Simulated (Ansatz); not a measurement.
Relaxation of C₂H₄Li (7 atoms, charge 1, multiplicity 1), to a largest force component of 0.015 eV/Å in at most 40 steps.

All numbers below come from RKS r2SCAN-D4/6-31G* in Ansatz 0.2.0.

```xyz
7
Properties=species:S:1:pos:R:3
Li -2.324 -1.037 -0.415
C -0.334 -0.633 0.074
C 0.461 0.528 -0.123
H 0.273 -1.424 0.535
H 0.706 1.117 0.759
H 1.366 -0.068 -0.392
H 0.260 1.140 -1.010
```

Question: Where does it end, and by what steps?

Answer: It converged. Limits of this set-up: the dipole of an ion depends on the origin. After 37 steps the energy has fallen by 2.764 eV; H6 moved furthest, 1.48 Å. Parted: C3–H6. Joined: Li1–C3, C2–H6.

```csv
step,energy less start (eV),largest force component (eV/Å),accepted
0,0.0000,1.520,yes
2,-0.4610,0.636,yes
4,-0.4884,0.106,yes
6,-0.4923,0.215,yes
8,-0.5002,0.425,yes
10,-0.5187,0.542,yes
12,-0.5334,0.257,yes
14,-0.5375,0.089,yes
16,-0.5411,0.080,yes
18,-0.5474,0.074,yes
20,-0.5544,0.174,yes
22,-0.5578,0.113,yes
24,-0.5677,0.395,yes
26,-0.8689,1.200,yes
28,-1.8747,1.953,yes
30,-2.4906,1.352,yes
32,-2.6695,0.564,yes
34,-2.7449,0.418,yes
36,-2.7626,0.083,yes
37,-2.7638,0.008,yes
```

```xyz
7
Properties=species:S:1:pos:R:3
Li -1.924 -0.259 -0.260
C 0.434 -0.686 -0.139
C 0.279 0.640 0.029
H 0.477 -1.367 0.713
H 0.192 1.082 1.024
H 0.618 -1.118 -1.125
H 0.332 1.332 -0.814
```

The run took 27 s on 1 thread of AMD EPYC 9R45 96-Core Processor (Zen 5) (shared host), peak memory 0.14 GiB.
